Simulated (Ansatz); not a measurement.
Relaxed structures of C2H6B, doublet (PBE0-D4/def2-TZVP; forces vanish, vibrations not checked; lower isomers may exist, and structures with a doubtful reference or unclear bonds are left out; Å). Computed with Ansatz 0.2.0 (basis: def2-TZVPP); correlated methods freeze the cores; orbitals are unrestricted.

Question: Rank them by CCSD(T) energy, lowest first, and give each one's height above the lowest. Links in brackets join atoms within 1.22 times the sum of their covalent radii (1.1 for two metals). (Judge from chemistry; the value comes from the calculation.)
A.
C₂H₆B ([BH2][CH2][CH2])
```
9
angstrom
B -0.6628 0.6552 -0.9375
C 0.3955 0.2555 0.1193
C 0.1664 -0.9065 0.9940
H -1.4825 -0.1344 -1.3111
H -0.5908 1.7243 -1.4719
H 0.8482 1.1025 0.6403
H 1.1585 0.0045 -0.6705
H -0.3335 -1.7891 0.6148
H 0.5009 -0.9121 2.0226
```
B.
C₂H₆B ([BH2]1[CH2][CH2]1)
```
9
angstrom
B -0.7315 0.3864 -0.5651
C 0.9073 0.1216 -0.0519
C -0.0513 -0.5739 0.7133
H -1.0763 -0.2094 -1.5386
H -1.2206 1.4228 -0.2360
H 1.3287 1.0491 0.3163
H 1.4560 -0.3906 -0.8329
H -0.2425 -1.6229 0.5229
H -0.3698 -0.1832 1.6721
```
C.
C₂H₆B ([BH2][CH][CH3])
```
9
angstrom
B -1.5717 0.0554 -0.6032
C 0.9772 0.5095 0.0354
C -0.2048 -0.3696 -0.0928
H -2.4697 -0.7335 -0.6699
H 0.7728 1.5329 -0.2808
H 1.3397 0.5262 1.0720
H 1.8180 0.1196 -0.5540
H -0.0339 -1.4013 0.2167
H -1.7516 1.1920 -0.9422
```

Answer: Computed: C (0.0 kJ/mol), B (20.7 kJ/mol), A (56.6 kJ/mol). Heights count from the lowest.

T1 diagnostic: at most 0.014. ⟨S²⟩ of the unrestricted Hartree–Fock references: 0.76 (a pure state has 0.75).

For scale, one of the runs: CCSD(T)/def2-TZVPP, 177 basis functions, launched by `ansatz run in.yaml --threads 2 --pin off --events-out ev --progress --plain --max-ram 4352MiB`. Time: 8.7 min of wall clock on 2 CPU threads of an Arm Neoverse V2; the host was shared. Peak host memory: 1.7 GiB.
